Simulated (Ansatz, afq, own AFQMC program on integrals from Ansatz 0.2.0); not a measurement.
Integrals from Ansatz 0.2.0, then the random walk in our own AFQMC program (afq).

```yaml
crystal:
  periodic: [false, false, false]
  atoms:
    - {symbol: Si, position_ang: [0.000000, -0.118572, 0.606157]}
    - {symbol: O, position_ang: [0.000000, 0.162082, -1.027349]}
    - {symbol: H, position_ang: [0.000000, 1.366569, 0.980666]}
    - {symbol: H, position_ang: [0.000000, -0.635437, -1.563283]}
basis:
  gaussian: {orbitals: cc-pVDZ}
magnetization: {spin_polarized: true, initial_magnetization: 0}
correlation: {method: ccsd_t, electrons: outside_noble_gas, hamiltonian_folder: ham}
```

```sh
$ ansatz run in.yaml --threads 1 --pin off --events-out ev --progress --plain --max-ram 24576MiB --backend cuda --devices 0, --max-vram 18GiB
```

Options of the walk:

```
--method phaseless --trial hf --walkers 4000 --populations 20 --least-time 40 --time-step 0.005 --steps-per-block 20 --equilibration-blocks 112 --max-blocks 4000 --target-error 0.001050 --factor-cut 1e-05 --start spin_pure --seed 7110 --taylor-order 6
```

Times are imaginary, in 1/Eh. The walk had a cap of 49 s. With eight or more populations the least sampling time is a fifth of least-time, and the error comes from their spread.

Output of the walk:

```
orbitals 36  electrons 6 6  factors 273 of 400
reference energy -364.94474825 Eh
CCSD correlation -0.29855627 Eh in 11 cycles, weight of the determinant in the CISD state 0.8782
energy of the start -364.944748 Eh
 block  time / (1/Eh)  mean weight  energy / Eh
     1     0.100  1.0011  -365.030492
     2     0.200  1.0023  -365.086305
     3     0.300  1.0025  -365.125093
     4     0.400  1.0018  -365.150577
     5     0.500  1.0017  -365.167851
     7     0.700  1.0016  -365.197792
     9     0.900  1.0008  -365.212574
    13     1.300  1.0000  -365.221519
    25     2.500  1.0004  -365.242593
    37     3.700  1.0000  -365.244117
    49     4.900  1.0004  -365.254191
    61     6.100  1.0000  -365.253947
    67     6.700  1.0000  -365.265471
    73     7.300  0.9998  -365.257386
    85     8.500  1.0002  -365.253253
    97     9.700  1.0004  -365.251259
   109    10.900  1.0003  -365.248090
   121    12.100  0.9997  -365.252396
   133    13.300  1.0003  -365.259677
   145    14.500  0.9998  -365.251974
   157    15.700  1.0000  -365.257726
   169    16.900  1.0003  -365.256012
   181    18.100  1.0001  -365.245926
   193    19.300  1.0002  -365.248255
   205    20.500  0.9995  -365.256689
   217    21.700  0.9999  -365.248163
   229    22.900  0.9997  -365.239548
   241    24.100  0.9999  -365.256079
   253    25.300  1.0005  -365.252604
   265    26.500  1.0000  -365.256005
   271    27.100  0.9996  -365.255074
error from the spread of 20 populations
energy -365.254303 +/- 0.001044 Eh
(rows thinned)
```

The run passed its tests (sampling time, drift between the halves within three errors, error under three times the target), which doesn't prove that it has relaxed. The second half of the sampling lies above the first by 2.0 errors of their difference, so the energy may still be moving and its error bar be too small.

Against this walk (error 28.4 meV) on the same determinant: CCSD(T) 102.0 meV higher, CCSDT(Q) 61.3 meV higher, CCSDTQ 63.7 meV higher, a separate phaseless walk with a CISD trial and standard settings 67.7 ± 28.8 meV higher. The error is statistical and leaves out the bias of the constraint.

Cautions: constraint bias not in the error; an unrestricted solution with more broken spin lies lower (6 meV, ⟨S²⟩ 0.11), while this determinant keeps restricted orbitals.

The walk took 21 s on 1 × NVIDIA H100 80GB HBM3 with 2 threads of AMD EPYC 7R13 Processor (Zen 3) (shared host) (the card was shared). The log's last line is the phaseless energy.

CCSDT and higher add their correlation energy to the determinant of the CCSD(T) run, since their own runs factorise the integrals more tightly (a shift of under 2 meV). A walk keeps the symmetry of its determinant, which the program's search chose and which needn't be the lowest solution, so a lower state of the same spin and another symmetry isn't excluded.
